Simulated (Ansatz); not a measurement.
This script makes a ladder of basis sets of CH₅OSi, SMILES C[SiH]O with Ansatz 0.2.0 through its Python package.

Script `ch5osi.py`:
```python
"""Basis-set convergence for CH5OSi."""

import argparse

import ansatz as az

parser = argparse.ArgumentParser(description="Basis-set convergence for CH5OSi.")
parser.add_argument("--functional", default="b3lyp", help="exchange-correlation functional")
args = parser.parse_args()

geometry_ang = [
    ("C", [-0.6263, 0.805, -0.0578]),
    ("Si", [0.6573, -0.2976, -0.6275]),
    ("O", [0.3426, -1.8747, -0.2232]),
    ("H", [-1.5631, 0.5932, -0.5202]),
    ("H", [-0.4506, 1.8763, -0.3697]),
    ("H", [-0.7934, 0.8363, 1.0165]),
    ("H", [1.9676, 0.0981, 0.011]),
    ("H", [0.5579, -2.0937, 0.7152]),
]
system = az.Crystal.molecule()
for symbol, xyz in geometry_ang:
    system = system.atom(symbol, xyz)

calculation = system.calculation()
calculation = calculation.functional(args.functional)
calculation = calculation.spin("collinear", total=1)

energies = {}
for basis in ["STO-3G", "6-31G", "6-31G*", "def2-SVP", "def2-SVPD", "def2-TZVP", "def2-TZVPP"]:
    report = calculation.basis(gaussian=basis).run(threads=1, backend="cpu").report
    size = report["n_frozen"] + report["n_occupied"][0] + report["n_virtual"][0]
    energies[basis] = (report["reference_energy_ev"] / 27.211386246, report["free_energy_ev"] / 27.211386246)
    print(f"{basis:14s} {size:4d} orbitals  reference {energies[basis][0]:14.6f} Ha  total {energies[basis][1]:14.6f} Ha")

last = energies["def2-TZVPP"][1]
for basis, (_, total) in energies.items():
    print(f"{basis:14s} lies {27.211386 * (total - last):9.4f} eV above def2-TZVPP")
```

How far does the total energy move along this ladder of basis sets?

Against STO-3G: 6-31G -4851.7 mHa, 6-31G* -4924.9 mHa, def2-SVP -4767.6 mHa, def2-SVPD -4785.6 mHa, def2-TZVP -5021.3 mHa and def2-TZVPP -5024.5 mHa. The last step alone is -3.22 mHa (these two sets differ little on atoms other than hydrogen). From the first set to the last the time grows from 0.7 to 4.5 s.

The run itself:

```console
$ python ch5osi.py
STO-3G           24 orbitals  reference    -400.884969 Ha  total    -400.884969 Ha
6-31G            41 orbitals  reference    -405.736692 Ha  total    -405.736692 Ha
6-31G*           59 orbitals  reference    -405.809902 Ha  total    -405.809902 Ha
def2-SVP         71 orbitals  reference    -405.652617 Ha  total    -405.652617 Ha
def2-SVPD       107 orbitals  reference    -405.670598 Ha  total    -405.670598 Ha
def2-TZVP       129 orbitals  reference    -405.906276 Ha  total    -405.906276 Ha
def2-TZVPP      174 orbitals  reference    -405.909495 Ha  total    -405.909495 Ha
STO-3G         lies  136.7243 eV above def2-TZVPP
6-31G          lies    4.7022 eV above def2-TZVPP
6-31G*         lies    2.7101 eV above def2-TZVPP
def2-SVP       lies    6.9900 eV above def2-TZVPP
def2-SVPD      lies    6.5007 eV above def2-TZVPP
def2-TZVP      lies    0.0876 eV above def2-TZVPP
def2-TZVPP     lies    0.0000 eV above def2-TZVPP
```

Caveats:
- The drop along the ladder measures the basis error, and is no property of the molecule.
- The geometry is a force-field or estimated start, not a minimum of this method, and the last set is no limit. Much of the fall in a total is atomic energy, which cancels in bond and reaction energies.
- The species is open-shell (spin multiplicity 2).
- b3lyp holds the VWN-RPA fit, as in Gaussian; the form of ORCA and Turbomole is b3lyp5.
- Totals across families of basis sets mostly measure their core functions.
- Finished in 16 s on 1 thread of Intel(R) Xeon(R) Processor @ 2.30GHz (shared host), peak memory 0.45 GiB.
